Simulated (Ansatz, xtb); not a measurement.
System: C₃H₃, net charge 0, doublet state. It need not be the lowest isomer of its formula. SMILES: [CH]1C=C1
Geometry from a B3LYP-D3(BJ)/def2-TZVP (Ansatz, an electronic-structure program) optimisation:
```xyz
6

C      0.0018     0.0071     0.8842
C      0.0467    -0.6576    -0.4096
C      0.0561     0.6501    -0.4202
H     -0.7909     0.0189     1.6308
H      0.0705    -1.5781    -0.9660
H      0.0930     1.5610    -0.9914
```
Charge 0, spin multiplicity 2.

Harmonic wavenumbers from GFN2-xTB (xtb, at its own minimum), cm⁻¹: 598, 700, 725, 905, 908, 919, 952, 1280, 1703, 3003, 3203, 3229.

Q: Give the harmonic wavenumbers at B3LYP-D3(BJ)/def2-TZVP (Ansatz, finite differences of forces, unscaled).

A: 610, 692, 885, 916, 974, 982, 1039, 1236, 1663, 3063, 3245, 3288 cm⁻¹. Zero-point energy 26.6 kcal/mol.

Q: From these and the geometry, give the ideal-gas thermochemistry at 298.15 K and 1 atm (rigid rotor, harmonic oscillator).

A: Point group Cs, rotational symmetry number 1. Rotational constants 32.15, 26.83, 15.04 GHz. S(trans) 36.92, S(rot) 20.74, S(vib) 1.35, S(elec, spin only) 1.38, S 60.4 cal/(mol K). H(298) - H(0) 2.69 kcal/mol; G - E(el) 11.3 kcal/mol.
